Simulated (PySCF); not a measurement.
CH₃O, SMILES [O]C, doublet (PBE0/def2-SVP optimised geometry):

```
5

C     -0.332    -0.316     0.000
O     -0.781     0.956     0.000
H      0.781    -0.316     0.000
H     -0.583    -0.796     0.973
H     -0.698    -0.956    -0.829
```

Method: unrestricted PBE0/def2-TZVP (PySCF).

**Question.** What are the frontier orbital energies (α orbitals alone; a β orbital can be the lowest empty one) and the dipole moment?

**Answer.** HOMO-2 -12.52 eV, HOMO-1 -9.48 eV, HOMO -8.27 eV, LUMO 1.52 eV, LUMO+1 2.76 eV; dipole moment 2.02 D.

On the same geometry unrestricted PBE/def2-TZVP in PySCF gives HOMO-2 -10.61 eV, HOMO-1 -7.60 eV, HOMO -6.39 eV, LUMO 0.65 eV, LUMO+1 1.85 eV; dipole moment 2.10 D.

Meta-Löwdin charges at PBE0/def2-TZVP: C1 -0.12, O2 -0.26, H3 0.14, H4 0.14, H5 0.10.
